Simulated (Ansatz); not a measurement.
`[Li][O][Li]`. Total charge 0; spin multiplicity 1.

```xyz
3

Li    1.1128    0.3091    1.1147
O     0.0004   -0.0001   -0.0003
Li   -1.1132   -0.3090   -1.1144
```

(1) List the harmonic frequencies (cm⁻¹, unscaled) at PBE0-D4/def2-TZVP in Ansatz. (An estimate is asked.)

(2) Is this a minimum?

(3) Give the ideal-gas thermochemistry at 298.15 K and 1 bar (rigid rotor, harmonic oscillator; point group D∞h, symmetry number 2).

## Answers

(1) Computed: 138, 138, 816, 1067.

(2) Yes, all 4 modes are real.

(3) Zero-point energy 12.9 kJ/mol; H(298) − E = 25.3 kJ/mol; entropy 229.2 J/(mol·K), of which translation 151.2, rotation 53.2, vibration 24.8; G(298) − E = -43.0 kJ/mol.
